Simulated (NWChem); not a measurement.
Species: chlorine (Cl2); SMILES ClCl

```xyz
2

Cl     0.0000     0.0000     1.0215
Cl     0.0000     0.0000    -1.0215
```
Atoms are numbered in this order, from 1.

Coordinates come from a B3LYP/6-31G* (spherical d) optimisation.

### Question
List the 6 lowest vertical singlet excitations from LRC-wPBEh/aug-cc-pVDZ, TDA (NWChem).

### Answer
```csv
state,energy (eV),oscillator strength,leading excitation (squared amplitude)
S1,3.39,0.000,HOMO → LUMO (0.96)
S2,3.39,0.000,HOMO−1 → LUMO (0.96)
S3,5.98,0.000,HOMO−2 → LUMO (0.96)
S4,5.98,0.000,HOMO−3 → LUMO (0.96)
S5,8.94,0.000,HOMO−1 → LUMO+2 (0.81)
S6,8.94,0.000,HOMO → LUMO+2 (0.81)
```
